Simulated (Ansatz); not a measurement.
## Worked example: ideal-gas entropy of OCS (carbonyl sulfide)

A linear singlet with charge 0, relaxed at PBE0-D4/def2-TZVP (Ansatz 0.2.0):

```xyz
3

O     0.9220    0.6844    0.5822
C     0.0967    0.0718    0.0611
S    -1.0187   -0.7562   -0.6432
```

Harmonic wavenumbers in cm⁻¹: 539, 539, 900, 2156.

Masses in u: O 15.999, C 12.011, S 32.06. Take T = 298.15 K, p = 1 bar, R = 8.3145 J/(mol K), kT/hc = 207.22 cm⁻¹, rigid rotor and harmonic oscillator.

Question: Compute the standard molar entropy.

Answer: 
1. Translation (Sackur–Tetrode): S = R[3/2 ln M + 5/2 ln T − 1.1517] with M = 60.07 gives 159.9 J/(mol K).
2. Rotation: the moment of inertia is 82.501 u Å², so B = 16.8576/I = 0.2043 cm⁻¹; σ = 1; q = kT/(σhcB) = 1014.3; S = R(ln q + 1) = 65.9.
3. Vibration: with u = ν̃/207.22, each mode gives R[u/(eᵘ − 1) − ln(1 − e⁻ᵘ)]; the sum is 5.3, most from 539 cm⁻¹ (2.4), 539 cm⁻¹ (2.4), 900 cm⁻¹ (0.6).
4. Electronic: R ln 1 = 0.0, from the spin multiplicity alone.
5. Sum: 159.9 + 65.9 + 5.3 + 0.0 = 231.1 J/(mol K).

The tabulated value is 231.6 J/(mol K) (CRC Handbook of Chemistry and Physics): the model is off by -0.5.
